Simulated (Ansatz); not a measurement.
A first try at a ranking of conformers of C5H8S, SMILES CCC(C)=C=S, using Ansatz's Python interface.

Script `conformers_c5h8s.py`:
```python
# -*- coding: utf-8 -*-
"""Rank force-field conformers of C5H8S by single points."""

import ansatz as az
from rdkit import Chem
from rdkit.Chem import AllChem

BASIS_SET = "def2-SVP"
METHOD = "MP2"


def main():
    rd = Chem.AddHs(Chem.MolFromSmiles("CCC(C)=C=S"))
    ids = list(AllChem.EmbedMultipleConfs(rd, numConfs=20, randomSeed=42, pruneRmsThresh=0.4))
    field = [energy for _, energy in AllChem.MMFFOptimizeMoleculeConfs(rd)]
    distinct = {round(e, 2): i for i, e in zip(ids, field)}
    chosen = sorted(distinct.items())[:4]
    found = []
    for force_field, index in chosen:
        geometry = az.Crystal.molecule()
        for atom, xyz in zip(rd.GetAtoms(), rd.GetConformer(index).GetPositions()):
            geometry = geometry.atom(atom.GetSymbol(), xyz.round(5).tolist())
        calculation = (
            geometry.calculation()
            .basis(gaussian=BASIS_SET)
            .correlation(METHOD)
            .spin("collinear", total=3)
        )
        found.append(calculation.run(threads=1).report["free_energy_ev"])
    print("conformer   MMFF (kcal/mol)   this level (kcal/mol)")
    for (force_field, index), e in zip(chosen, found):
        print(f"{index:9d} {force_field - chosen[0][0]:17.2f} {23.060548 * (e - min(found)):17.3f}")


if __name__ == "__main__":
    main()
```

```console
$ python conformers_c5h8s.py
Traceback (most recent call last):
  File "conformers_c5h8s.py", line 36, in <module>
    main()
    ~~~~^^
  File "conformers_c5h8s.py", line 29, in main
    found.append(calculation.run(threads=1).report["free_energy_ev"])
                 ~~~~~~~~~~~~~~~^^^^^^^^^^^
  ...
ansatz.GaussianBasisError: a molecule whose nuclei and cores have a total charge of 54 cannot have a net charge of 0 together with 3 unpaired electrons
$ echo $?
1
```
(Library frames cut from the traceback.)

Find the fault and give the corrected script.

The fault: the count of unpaired electrons doesn't fit the count of electrons. Mended:

```diff
--- before
+++ after
@@ -26,3 +26,2 @@
             .correlation(METHOD)
-            .spin("collinear", total=3)
         )
```

With that change:

```console
$ python conformers_c5h8s.py
conformer   MMFF (kcal/mol)   this level (kcal/mol)
        1              0.00             0.329
        2              0.70             0.000
```

The conformers keep their force-field geometries. Run time: 8.8 s on 1 thread of Arm Neoverse V1, with other jobs on the host, peak memory 0.4 GiB.
